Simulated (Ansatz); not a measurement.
Relaxation of C2H4Cl2 (8 atoms, charge 0, multiplicity 1), to a largest force component of 0.03 eV/Å in at most 50 steps.

Level of theory: Ansatz, RKS PBE0-D4/def2-SVP.

```xyz
8
Properties=species:S:1:pos:R:3
Cl -1.711 -1.026 0.476
C -0.619 0.195 -0.222
Cl -0.677 0.196 -1.999
H -1.009 1.169 0.095
C 0.763 -0.073 0.307
H 1.457 0.752 0.090
H 1.160 -1.002 -0.124
H 0.636 -0.211 1.376
```

**Question.** Where does it end, and by what steps?

**Answer.** The run converged. After 4 steps the energy has fallen by 0.049 eV; H8 moved furthest, 0.16 Å.

| step | energy less start (eV) | largest force component (eV/Å) | accepted |
| --- | --- | --- | --- |
| 0 | 0.0000 | 0.542 | yes |
| 1 | -0.0435 | 0.112 | yes |
| 2 | -0.0486 | 0.120 | yes |
| 3 | -0.0493 | 0.036 | yes |
| 4 | -0.0494 | 0.002 | yes |

```xyz
8
Properties=species:S:1:pos:R:3
Cl -1.766 -1.069 0.375
C -0.632 0.181 -0.200
Cl -0.637 0.261 -1.982
H -1.035 1.140 0.148
C 0.758 -0.080 0.318
H 1.438 0.714 -0.023
H 1.125 -1.047 -0.053
H 0.748 -0.100 1.417
```

Whether the end is a true minimum wasn't checked by a vibrational analysis.

Time of the run: 11 s on 2 threads of Arm Neoverse V1, with other jobs on the host, peak memory 0.17 GiB.
